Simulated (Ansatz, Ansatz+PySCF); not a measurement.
```yaml
atoms:
  - { symbol: Be, position_ang: [0.0000, 0.0000, -0.2500] }
  - { symbol: H, position_ang: [0.0000, 0.0000, 0.9999] }
```

Basis set: cc-pVTZ (spherical functions). All electrons are correlated. Charge 0, multiplicity 2.

Computed with Ansatz (development build ahead of 0.2.0); each method stands on the lowest determinant of its kind that the runs found.

**Question.** Give the atomization energy at this shape (free ground-state atoms in the same class of orbitals less the molecule, no zero-point energy) of doublet BeH by UHF-MP2, UHF.

**Answer.**

| method | atomization energy |
| --- | --- |
| UHF-MP2 | 2.38 eV |
| UHF | 2.09 eV |

Caution for UHF: a free atom is spin contaminated.
